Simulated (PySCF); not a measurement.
# Running PySCF for NaCl⁻

File input.py (PySCF 2.14):

```python
from pyscf import gto, scf, mp

mol = gto.M(
    atom='Na 0 0 0; Cl 0 0 2.46',
    basis='x2c-svpall',
    charge=-1,
    spin=1,
    symmetry=True,
    verbose=4,
)
mf = scf.UHF(mol)
mf = mf.sfx2c1e()
mf.kernel()
mp.MP2(mf, frozen=6).kernel()
mf.dip_moment()
print('orbital energies (hartree):', [e[max(0, n-3):n+3].round(4) for e, n in zip(mf.mo_energy, mol.nelec)])
```

```bash
$ OMP_NUM_THREADS=1 python input.py
```

The log (some set-up lines and the per-cycle HOMO/LUMO lines with their warnings removed):

```
PySCF version 2.14.0

[INPUT] verbose = 4
[INPUT] num. atoms = 2
[INPUT] num. electrons = 29
[INPUT] charge = -1
[INPUT] spin (= nelec alpha-beta = 2S) = 1
[INPUT] symmetry True subgroup None
[INPUT] Mole.unit = angstrom
[INPUT] Symbol           X                Y                Z      unit          X                Y                Z       unit  Magmom
[INPUT]  1 Na     0.000000000000   0.000000000000   0.000000000000 AA    0.000000000000   0.000000000000   0.000000000000 Bohr   0.0
[INPUT]  2 Cl     0.000000000000   0.000000000000   2.460000000000 AA    0.000000000000   0.000000000000   4.648726266430 Bohr   0.0

nuclear repulsion = 40.2260725374146
point group symmetry = Coov
symmetry origin: [0.         0.         2.82244095]
symmetry axis x: [1. 0. 0.]
symmetry axis y: [0. 1. 0.]
symmetry axis z: [0. 0. 1.]
num. orbitals of irrep A1 = 15
num. orbitals of irrep E1x = 7
num. orbitals of irrep E1y = 7
num. orbitals of irrep E2x = 2
num. orbitals of irrep E2y = 2
number of shells = 6
number of NR pGTOs = 69
number of NR cGTOs = 33
basis = x2c-svpall
ecp = {}

******** <class 'pyscf.x2c.sfx2c1e.sfX2C1eSymAdaptedUHF'> ********
method = sfX2C1eSymAdaptedUHF
initial guess = minao
damping factor = 0
level_shift factor = 0
DIIS = <class 'pyscf.scf.diis.CDIIS'>
diis_start_cycle = 1
diis_space = 8
diis_damp = 0
SCF conv_tol = 1e-09
SCF conv_tol_grad = None
SCF max_cycles = 50
direct_scf = True
direct_scf_tol = 1e-13
number electrons alpha = 15  beta = 14

******** <class 'pyscf.x2c.sfx2c1e.SpinFreeX2CHelper'> ********
approx = 1e
xuncontract = 1
Freeze 0 electrons in irreps []
    29 free electrons in irreps A1 E1x E1y E2x E2y
Set gradient conv threshold to 3.16228e-05
init E= -622.551422187966

cycle= 1 E= -622.791070007988  delta_E= -0.24  |g|= 0.217  |ddm|= 1.21
cycle= 2 E= -622.827427037182  delta_E= -0.0364  |g|= 0.0814  |ddm|= 0.669
cycle= 3 E= -622.831914590404  delta_E= -0.00449  |g|= 0.0145  |ddm|= 0.177
cycle= 4 E= -622.83295178745  delta_E= -0.00104  |g|= 0.00514  |ddm|= 0.143
cycle= 5 E= -622.833096616827  delta_E= -0.000145  |g|= 0.00103  |ddm|= 0.0615
cycle= 6 E= -622.833100058517  delta_E= -3.44e-06  |g|= 0.000301  |ddm|= 0.0112
cycle= 7 E= -622.833100330957  delta_E= -2.72e-07  |g|= 9.09e-05  |ddm|= 0.00507
cycle= 8 E= -622.83310035625  delta_E= -2.53e-08  |g|= 1.61e-05  |ddm|= 0.00213
cycle= 9 E= -622.833100356763  delta_E= -5.13e-10  |g|= 3.37e-06  |ddm|= 0.00017
Extra cycle  E= -622.833100356781  delta_E= -1.86e-11  |g|= 1.57e-06  |ddm|= 1.37e-05
converged SCF energy = -622.833100356781  <S^2> = 0.75035583  2S+1 = 2.0003558

******** <class 'pyscf.mp.ump2.UMP2'> ********
nocc = (np.int64(9), np.int64(8)), nmo = (27, 27)
frozen orbitals 6
E(UMP2) = -622.971628757801  E_corr = -0.13852840101983
E(SCS-UMP2) = -622.966864296194  E_corr = -0.133763939412545
E_corr(same-spin) = -0.0374655482437506
E_corr(oppo-spin) = -0.101062852776079
Dipole moment(X, Y, Z, Debye): -0.00000, -0.00000, -4.24359
orbital energies (hartree): [array([-0.1921, -0.1921, -0.0153,  0.2277,  0.2277,  0.2566]), array([-0.2055, -0.1927, -0.1927,  0.1748,  0.266 ,  0.266 ])]
```

In short: E(SCF) = -622.833100 Eh, 9 cycles, E(MP2) − E(SCF) = -0.13853 Eh, ⟨S²⟩ = 0.750.

Run time: 1.1 s on 1 thread of Arm Neoverse V1 (shared host), peak memory 0.12 GiB.

The basis has no diffuse functions, which an anion needs. The bond length is a typed value, not an optimised one. The dipole of an ion depends on the origin. No search for the lowest solution was made.
